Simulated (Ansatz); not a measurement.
Run this with the Ansatz DFT code, driven from Python and show what comes out.

Script `run_bend.py`:
```python
"""Bending curve of H6OSi2."""

import ansatz as az
from ase import Atoms

atoms = Atoms(["O", "Si", "Si", "H", "H", "H", "H", "H", "H"], positions=[
    (-1.6342, 0.8842, -0.6583),
    (-0.0534, 0.8732, -0.3636),
    (0.528, -1.0502, 0.7551),
    (-1.8855, 0.6656, -1.5626),
    (0.6371, 0.9241, -1.6961),
    (0.323, 2.0993, 0.4142),
    (2.061, -1.0895, 0.9834),
    (0.2141, -2.2364, -0.0292),
    (-0.1015, -1.1167, 2.14),
])

# relax first, so that the scan starts from a minimum
first = (
    az.Crystal.molecule_from_ase(atoms).calculation()
    .basis(gaussian="def2-SVP")
    .functional("CAM-B3LYP")
    .relax(force_tolerance=0.02, max_steps=80)  # relax until the tolerances are met
)
atoms.positions = first.run(threads=1, backend="cpu").report["positions_ang"]

rows = []
for angle in [85, 95, 105, 115, 125, 140, 160]:
    bent = atoms.copy()
    bent.set_angle(1, 0, 3, angle, indices=[3])
    model = (
        az.Crystal.molecule_from_ase(bent).calculation()
        .basis(gaussian="def2-SVP")  # the orbital basis, by name
        .functional("CAM-B3LYP")
    )
    rows.append((angle, model.run(threads=1, backend="cpu").report["free_energy_ev"]))
floor = min(e for _, e in rows)
for angle, e in rows:
    print(f"angle Si1-O0-H3 = {angle:3d} deg   {1000 * (e - floor):9.1f} meV")
```

Running `python run_bend.py` prints:
```text
angle Si1-O0-H3 =  85 deg       504.3 meV
angle Si1-O0-H3 =  95 deg       216.3 meV
angle Si1-O0-H3 = 105 deg        59.2 meV
angle Si1-O0-H3 = 115 deg         0.0 meV
angle Si1-O0-H3 = 125 deg        11.1 meV
angle Si1-O0-H3 = 140 deg       107.2 meV
angle Si1-O0-H3 = 160 deg       272.3 meV
```

The scan is rigid, and the energies are electronic, in a modest basis. The zero is the lowest point of the grid, which needn't be the minimum. Hardware and time: 58 s on 1 thread of Arm Neoverse V1 (shared host), peak memory 0.25 GiB.

(A comment or docstring line of the script was reworded after the run, the code is as it ran.)
